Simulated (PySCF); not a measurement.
Compound: C2HFN2O.
Structure used (PBE0-D3(BJ)/def2-SVP), in Å, numbered top down from 1:
```xyz
7
C2HFN2O angstrom
F      2.1264   -0.5361   -0.6677
C      0.9544   -0.1346   -0.2872
N     -0.0809   -0.9917   -0.1271
C     -1.0117   -0.1767    0.2487
O     -0.6135    1.0862    0.3213
N      0.7078    1.1183   -0.0381
H     -2.0487   -0.3949    0.5033
```

Level of theory: EOM-IP-CCSD/aug-cc-pVDZ in PySCF, restricted Hartree–Fock reference, 6 core orbitals frozen, non-relativistic, gas phase, PBE0-D3(BJ)/def2-SVP geometry.

The vertical ionisation energies are 11.31, 11.94, 12.54, 13.00, 15.11, 16.69, 16.82, 17.92 eV.

**Question.** Which Hartree–Fock orbital leads each hole, and what is its Koopmans value −ε?

**Answer.** 
| leading hole (HF orbital) | Koopmans (eV) | EOM-IP-CCSD (eV) | change (eV) | one-hole share |
| --- | --- | --- | --- | --- |
| HOMO | 11.69 | 11.31 | -0.38 | 0.95 |
| HOMO-2 | 13.77 | 11.94 | -1.83 | 0.94 |
| HOMO-1 | 13.48 | 12.54 | -0.94 | 0.94 |
| HOMO-3 | 15.01 | 13.00 | -2.01 | 0.94 |
| HOMO-4 | 16.91 | 15.11 | -1.80 | 0.95 |
| HOMO-5 | 19.08 | 16.69 | -2.39 | 0.92 |
| HOMO-6 | 19.23 | 16.82 | -2.41 | 0.94 |
| HOMO-7 | 20.12 | 17.92 | -2.20 | 0.95 |

**Question.** Does the order of the lines follow the orbital energies?

**Answer.** No: the HOMO-2 hole (11.94 eV) falls below the HOMO-1 hole (12.54 eV). The corrections run from -2.41 to -0.38 eV, with a mean of -1.74 eV over the 8 lines; no line lies above its Koopmans value.

**Question.** At what kinetic energies would He I light (21.22 eV) eject these electrons?

**Answer.** 9.91 eV (HOMO), 9.28 eV (HOMO-2), 8.68 eV (HOMO-1), 8.22 eV (HOMO-3), 6.11 eV (HOMO-4), 4.53 eV (HOMO-5), 4.40 eV (HOMO-6), 3.30 eV (HOMO-7).

**Question.** What total energy has the lowest final state, and which wavelength reaches it?

**Answer.** E(CCSD) + ionisation energy = -360.49463 + 0.41572 = -360.07891 Eh, at the geometry of the initial state. The threshold wavelength is 1239.84 eV nm/11.31 eV = 109.6 nm.

Lines less than 0.15 eV apart could change places at a higher level. One root was sought for each valence orbital with −ε under 21 eV, eight at most, so deeper holes and satellites are missing; no vibrational structure.
